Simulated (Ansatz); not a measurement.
Computed with Ansatz.

Basis-set series for C5H9F, SMILES `FC1CCCC1`. The species carries charge 0 and has multiplicity 1. The structure was optimised at the PBE0-D4/def2-TZVP level.

```tsv
functional	basis	functions	energy (Eh)	HOMO (eV)	LUMO (eV)
PBE0-D4	def2-SVP	129	-295.25574	-8.77	1.60
PBE0-D4	def2-QZVPP	612	-295.60416	-8.85	0.67
ωB97M-V	def2-SVP	129	-295.43756	-11.13	3.25
ωB97M-V	def2-QZVPP	612	-295.80022	-11.22	1.84
```

(1) Give the rows for def2-TZVPP. (Best estimate.)

Answers

(1) The calculation gave: 
| functional | basis | functions | energy (Eh) | HOMO (eV) | LUMO (eV) |
| --- | --- | --- | --- | --- | --- |
| PBE0-D4 | def2-TZVPP | 312 | -295.58828 | -8.83 | 1.09 |
| ωB97M-V | def2-TZVPP | 312 | -295.78486 | -11.19 | 2.52 |

Positive LUMOs are unbound and depend on the basis.
